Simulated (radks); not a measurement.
# O⁴⁺ in [He] 2s2: an all-electron calculation

An exercise on one series of results from a longer session: the logs are not shown, and one member is left open.

Method: Dirac Kohn-Sham, SOGGA, spin-unpolarised, spherical densities, point nucleus. Code: radks (a radial shooting solver on a logarithmic mesh, Libxc functionals) version 1.

**The atom as given**

| Property | Result |
| --- | --- |
| element | oxygen (Z = 8) |
| charge | +4 |
| electrons | 4 |
| configuration | [He] 2s2 |

The outer shells:

O⁴⁺
```
[He] core
2s [↑↓]
```

The first run:

Settings of this run:

```text
Z 8
configuration [He] 2s2 2p0 3s0 3d0
relativity Dirac
functional sogga,pbe
spin unpolarised
j_filling energy
nucleus point
c 137.035999084
```

Launch:

```
$ python run_ks.py task.json out
```

The same process makes all the runs of this session.

One table of the session follows, with a row left open; its other results are not shown here.

It belongs to the step «Orbitals and density». Sizes of the orbitals, from the radial functions (bohr):

```
level     <r>  outermost maximum (interpolated)  90 % within
1s1/2       ?                                 ?            ?
2s1/2  0.9324                             0.785         1.44
2p1/2  0.8549                             0.672         1.39
2p3/2  0.8557                             0.672         1.39
```

Q: Estimate the row for 1s1/2 from the others.

The run gave: <r>: 0.1990; outermost maximum (interpolated): 0.129; 90 % within: 0.356. In the column «<r>» it is the lowest.
